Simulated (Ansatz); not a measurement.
# One shape, several levels: CH6BN (SMILES CBN)

Aim: a comparison of 6 runs (HF/STO-3G, B3LYP/6-31G*, BHLYP/cc-pVDZ, r2SCAN/cc-pVDZ, MP2/cc-pVDZ, CCSD(T)/cc-pVDZ) of CH6BN. 

Program for the calculation: Ansatz 0.2.0.

76 further runs of the same task are left out: 76 set aside as unsound or not needed.

### 1 Starting point

CH6BN: 9 atoms, total charge 0, spin state singlet. SMILES: `CBN`. The C1–H5 distance was set to 2.410 Å, away from the relaxed value. At this shape a bond of the SMILES string is far longer than usual.

Bond lengths: C1–B2 1.568 Å, B2–N3 1.392 Å, C1–H4 1.096 Å, C1–H6 1.094 Å, B2–H7 1.202 Å, N3–H8 1.005 Å, N3–H9 1.007 Å. Angles: C1–B2–N3 122.0°, C1–B2–H7 121.0°, N3–B2–H7 117.0°, B2–C1–H4 110.3°, B2–C1–H6 114.3°, B2–N3–H8 123.2°, B2–N3–H9 123.1°, H4–C1–H6 108.0°, H8–N3–H9 113.7°.

### 2 The energy at HF/STO-3G (run 1)

Contents of run.yaml:

```yaml
crystal:
  periodic: [false, false, false]
  atoms:
    - {symbol: C, position_ang: [-1.194147, -0.363715, -0.153494]}
    - {symbol: B, position_ang: [-0.069447, -1.404315, 0.180606]}
    - {symbol: "N", position_ang: [0.063953, -1.964215, 1.447506]}
    - {symbol: H, position_ang: [-1.820747, -0.730615, -0.973794]}
    - {symbol: H, position_ang: [-0.224600, 1.692200, -0.954300]}
    - {symbol: H, position_ang: [-1.848747, -0.122515, 0.689106]}
    - {symbol: H, position_ang: [0.719953, -1.754215, -0.655994]}
    - {symbol: H, position_ang: [0.777353, -2.632415, 1.681706]}
    - {symbol: H, position_ang: [-0.545647, -1.737815, 2.216006]}
basis:
  gaussian:
    orbitals: STO-3G
hamiltonian:
  xc: hf
accuracy: high
output: {orbitals: {seedname: orbitals}}
```

Run with:

```console
$ ansatz run run.yaml --threads 1 --pin off --max-ram 3480MiB --events-out events.jsonl --progress --plain --runs-dir runs
```

Standard output:

```text
Warning: RAYON_NUM_THREADS=1 ignored (pool sized by the plan → 1); use --threads N
Functional definition: HF
  name "HF"
  exchange = exact_x
  correlation = 0
394 factors; integrals over basis functions are off by at most 2.4e-8 eV
mean field evaluation 1: about -3228.9327 eV, gradient 1.9e1 eV
mean field evaluation 2: about -3229.0068 eV, gradient 1.9e1 eV
mean field evaluation 4: about -3230.9847 eV, gradient 2.4e0 eV
mean field evaluation 8: about -3231.0189 eV, gradient 4.1e-5 eV
mean field evaluation 16: about -3222.3072 eV, gradient 2.2e1 eV
mean field -3231.01712581 eV, -118.7376893116 hartree, gradient 1.4e-8 eV, S^2 0.000000; 0 other end points of the search recorded, 0 dependent functions left out
reference -3231.01712581 eV, -118.7376893116 hartree; 12, 12 occupied and 9, 9 virtual orbitals, 394 factors
Total energy: -3231.01712581 eV, -118.7376893116 hartree
```

It took 0.12 s on 1 thread of Arm Neoverse V2, shared host.

### 3 A single-point energy at B3LYP/6-31G(d) (spherical functions) (run 2)

Contents of job.yaml:

```yaml
crystal:
  periodic: [false, false, false]
  atoms:
    - {symbol: C, position_ang: [-1.194147, -0.363715, -0.153494]}
    - {symbol: B, position_ang: [-0.069447, -1.404315, 0.180606]}
    - {symbol: N, position_ang: [0.063953, -1.964215, 1.447506]}
    - {symbol: H, position_ang: [-1.820747, -0.730615, -0.973794]}
    - {symbol: H, position_ang: [-0.224600, 1.692200, -0.954300]}
    - {symbol: H, position_ang: [-1.848747, -0.122515, 0.689106]}
    - {symbol: H, position_ang: [0.719953, -1.754215, -0.655994]}
    - {symbol: H, position_ang: [0.777353, -2.632415, 1.681706]}
    - {symbol: H, position_ang: [-0.545647, -1.737815, 2.216006]}
basis:
  gaussian:
    orbitals: 6-31G_st_-spherical.json
hamiltonian:
  xc: {name: B3LYP}
accuracy: high
output: {orbitals: {seedname: orbitals}}
```

The basis set 6-31G* is read from a file made from the Basis Set Exchange's data (not shown).

Run with:

```console
$ ansatz run job.yaml --threads 1 --pin off --max-ram 3480MiB --events-out events.jsonl --progress --plain --runs-dir runs
```

Standard output:

```text
Warning: RAYON_NUM_THREADS=1 ignored (pool sized by the plan → 1); use --threads N
Functional definition: B3LYP
  name "B3LYP"
  parameter a0 = 0.2
  parameter ax = 0.72
  parameter ac = 0.81
  exchange = (1 - a0 - ax)*slater_x + ax*b88_x + a0*exact_x
  correlation = (1 - ac)*vwn_rpa_c + ac*lyp_c
1334 factors; integrals over basis functions are off by at most 2.8e-9 eV
mean field evaluation 1: about -3284.6000 eV, gradient 6.7e1 eV
mean field evaluation 2: about -3268.3704 eV, gradient 9.6e1 eV
mean field evaluation 4: about -3297.2035 eV, gradient 1.4e1 eV
mean field evaluation 8: about -3297.8685 eV, gradient 2.7e-1 eV
mean field evaluation 16: about -3297.8689 eV, gradient 1.2e-5 eV
mean field -3297.86890655 eV, -121.1944469398 hartree, gradient 5.4e-8 eV, S^2 0.000000; 0 other end points of the search recorded, 0 dependent functions left out
reference -3297.86894251 eV, -121.1944482613 hartree; 12, 12 occupied and 42, 42 virtual orbitals, 1334 factors
Total energy: -3297.86894251 eV, -121.1944482613 hartree
```

It took 2.8 s on 1 thread of Arm Neoverse V2, shared host; peak memory 0.15 GiB.

Runs 3 to 4 aren't shown in full; the table further down has their settings and results.

### 4 The energy at MP2/cc-pVDZ (run 5)

Contents of input.yaml:

```yaml
crystal:
  periodic: [false, false, false]
  atoms:
    - {symbol: C, position_ang: [-1.194147, -0.363715, -0.153494]}
    - {symbol: B, position_ang: [-0.069447, -1.404315, 0.180606]}
    - {symbol: "N", position_ang: [0.063953, -1.964215, 1.447506]}
    - {symbol: H, position_ang: [-1.820747, -0.730615, -0.973794]}
    - {symbol: H, position_ang: [-0.224600, 1.692200, -0.954300]}
    - {symbol: H, position_ang: [-1.848747, -0.122515, 0.689106]}
    - {symbol: H, position_ang: [0.719953, -1.754215, -0.655994]}
    - {symbol: H, position_ang: [0.777353, -2.632415, 1.681706]}
    - {symbol: H, position_ang: [-0.545647, -1.737815, 2.216006]}
basis:
  gaussian:
    orbitals: cc-pVDZ
correlation:
  method: mp2
  frozen_orbitals: {B: 1, C: 1, H: 0, "N": 1}
accuracy: high
```

Run with:

```console
$ ansatz run input.yaml --threads 1 --pin off --max-ram 3480MiB --events-out events.jsonl --progress --plain --runs-dir runs
```

Standard output, shortened:

```text
Warning: RAYON_NUM_THREADS=1 ignored (pool sized by the plan → 1); use --threads N
[... 2 set-up lines as earlier in the session ...]
[...]
1706 factors; integrals over basis functions are off by at most 3.2e-9 eV
[...]
mean field -3274.97531911 eV, -120.3531231194 hartree, gradient 5.3e-8 eV, S^2 0.000000; 0 other end points of the search recorded, 0 dependent functions left out; unrestricted orbitals would lower it
[...]
unrestricted determinant -3276.77074375 eV, -120.4191037578 hartree, S^2 0.8964
3 core orbitals not correlated: weight in the atoms' cores, before any rotation towards them, 1.000 or more for the frozen orbitals, at most 0.000 for the correlated occupied ones
reference -3274.97531911 eV, -120.3531231194 hartree; 9, 9 occupied and 60, 60 virtual orbitals, 1706 factors
second order -11.55528661 eV of doubles, -0.00000000 eV of singles
Total energy: -3286.53060572 eV, -120.7777720697 hartree
```

It took 1.7 s on 1 thread of Arm Neoverse V2, shared host; peak memory 0.17 GiB.

### 5 A single-point energy at CCSD(T)/cc-pVDZ (run 6)

Contents of input.yaml:

```yaml
crystal:
  periodic: [false, false, false]
  atoms:
    - symbol: C
      position_ang: [-1.194147, -0.363715, -0.153494]
    - symbol: B
      position_ang: [-0.069447, -1.404315, 0.180606]
    - symbol: N
      position_ang: [0.063953, -1.964215, 1.447506]
    - symbol: H
      position_ang: [-1.820747, -0.730615, -0.973794]
    - symbol: H
      position_ang: [-0.224600, 1.692200, -0.954300]
    - symbol: H
      position_ang: [-1.848747, -0.122515, 0.689106]
    - symbol: H
      position_ang: [0.719953, -1.754215, -0.655994]
    - symbol: H
      position_ang: [0.777353, -2.632415, 1.681706]
    - symbol: H
      position_ang: [-0.545647, -1.737815, 2.216006]
basis:
  gaussian:
    orbitals: cc-pVDZ
magnetization:
  spin_polarized: false
  initial_magnetization: 0
correlation:
  method: ccsd_t
  frozen_orbitals: {B: 1, C: 1, H: 0, "N": 1}
accuracy: high
scf:
  omitted_lower_state_checks: [cluster_reference, increment]
```

Run with:

```console
$ ansatz run input.yaml --threads 1 --pin off --max-ram 3480MiB --events-out events.jsonl --progress --plain --runs-dir runs
```

Standard output:

```text
Warning: RAYON_NUM_THREADS=1 ignored (pool sized by the plan → 1); use --threads N
[... 11 lines left out ...]
3 core orbitals not correlated: weight in the atoms' cores, before any rotation towards them, 1.000 or more for the frozen orbitals, at most 0.000 for the correlated occupied ones
[... 30 lines left out ...]
WARN: these amplitudes may be one of several solutions (largest doubles amplitude 0.38, level shift 0.99 eV)
Total energy: -3288.80015383 eV, -120.8611764244 hartree
Checks for a lower state left out: cluster_reference, increment
```

Run time: 8.7 s. Hardware: 1 thread of Arm Neoverse V2, shared host; peak memory 0.38 GiB.

### 6 All runs side by side

| run | level | frozen core orbitals | energy (Eh) | HOMO energy (eV) | LUMO energy (eV) | HOMO–LUMO gap (eV) | wall time |
| --- | --- | --- | --- | --- | --- | --- | --- |
| 1 | HF/STO-3G | – | -118.737689 | -5.85 | 3.32 | 9.17 | 0.12 s |
| 2 | B3LYP/6-31G* (spherical functions) | – | -121.194448 | -6.56 | -2.93 | 3.62 | 2.8 s |
| 3 | BHLYP/cc-pVDZ | – | -121.111202 | -7.67 | -2.03 | 5.64 | 3.6 s |
| 4 | r2SCAN/cc-pVDZ | – | -121.122534 | -6.24 | -3.76 | 2.48 | 5.7 s |
| 5 | MP2/cc-pVDZ | 3 | -120.777772 | – | – | – | 1.7 s |
| 6 | CCSD(T)/cc-pVDZ | 3 | -120.861176 | – | – | – | 8.7 s |

### 7 Summary of results

| quantity | value |
| --- | --- |
| run 6: total energy | -120.86118 Eh |
| run 6: correlation energy (3 core orbitals frozen) | -508.1 mEh |
| run 6: (T) correction | -21.92 mEh |
| run 6: T1 diagnostic | 0.032 |

In words: Over runs 1, 2, 3, 4 the HOMO–LUMO gap runs from 2.48 eV (r2SCAN/cc-pVDZ) to 9.17 eV (HF/STO-3G). The two ends differ in method and basis. Totals of different functionals can't be ranked against each other. In run 6 the T1 diagnostic is large, so a single reference may not serve. In runs 5, 6 the log says that unrestricted orbitals would lower the reference, so the values rest on an unstable closed-shell determinant (other closed-shell runs at this shape may share the fault). In run 1 the basis is minimal, so the values are rough. All runs together took 23 s, the longest 8.7 s.
